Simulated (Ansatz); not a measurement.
O–CH$_{2}$, triplet: reading a ladder of total energies

Geometry: a PBE0/def2-TZVP stationary point for this spin, not checked as a minimum.

| atom | x (Å) | y (Å) | z (Å) |
| --- | --- | --- | --- |
| O | 0.0000 | 0.0000 | 0.6438 |
| C | 0.0000 | 0.0000 | -0.6606 |
| H | 0.0000 | -0.9567 | -1.1734 |
| H | 0.0000 | 0.9567 | -1.1734 |

Basis cc-pVDZ; Ansatz 0.2.0. Correlated methods freeze the noble-gas cores, which leaves 12 electrons in 36 orbitals. Prefix R: restricted or restricted open-shell reference; prefix U: unrestricted.

Full CI isn't at hand for all of this; UCCSDT(Q) serves as the reference, and is uncertain by the last step of the cluster series or more.

UCCSD has a T1 diagnostic of 0.026 and a largest doubles amplitude of 0.05.

Runs differ by some tens of microhartree through their thresholds and, for an open shell, their frozen cores, so steps under 0.03 kcal/mol mean nothing.

```csv
level,total energy (hartree)
UHF,-113.801270
UMP2,-114.062267
UCCSD,-114.093042
UCCSD(T),-114.099671
UCCSDT,-114.100472
UCCSDT(Q),-114.100985
```

Task: What is the correlation energy at UCCSDT(Q), and what share of it do UMP2 and UCCSD(T) recover?

Result: E(corr) = -114.100985 − (-113.801270) = -0.299715 hartree = -8.156 eV. UMP2: -0.260997 / -0.299715 = 87.08 %. UCCSD(T): -0.298401 / -0.299715 = 99.56 %.

Task: By how many kcal/mol does UCCSD(T) miss UCCSDT(Q) (1 hartree = 627.509 kcal/mol), and which steps make up the rest?

Result: -114.099671 − (-114.100985) = 0.001314 hartree = 0.82 kcal/mol. Steps: UCCSDT − UCCSD(T) = -0.50, UCCSDT(Q) − UCCSDT = -0.32 kcal/mol. Differences between like states or geometries often cancel part of this.
